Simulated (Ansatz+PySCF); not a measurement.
Two shapes of triplet NH3.

Shape 1:

```xyz
4

N     0.0000    0.0000   -0.1308
H     0.0000    0.0000    0.9159
H    30.0000    0.0000   -1.3696
H    30.0000    0.0000    1.3696
```

Shape 2:

```xyz
4

N     0.0000    0.0000   -0.4711
H     0.0000    0.0000    3.2974
H    30.0000    0.0000   -0.3804
H    30.0000    0.0000    0.3804
```

Basis set: 6-31G (spherical functions). Left uncorrelated: 1 orbital. Charge 0, multiplicity 3.

Computed with Ansatz (development build ahead of 0.2.0); each method stands on the lowest determinant of its kind that the runs found.

Q: Which shape is lower in energy, and by how much in each method?

A:

```json
{"method": "UHF", "E(2) − E(1) (eV)": "-1.897"}
{"method": "UHF-MP2", "E(2) − E(1) (eV)": "-1.578"}
{"method": "UHF-CCSD", "E(2) − E(1) (eV)": "-1.589"}
{"method": "full CI (lowest root of this spin)", "E(2) − E(1) (eV)": "-1.577"}
```

Shape 2 is lower. Caution for UHF, UHF-MP2, UHF-CCSD: the unrestricted determinant is a mixture of spin states. Caution for UHF-MP2, UHF-CCSD: large amplitudes, a single reference is doubtful; bonds are stretched, where a single reference can fail.
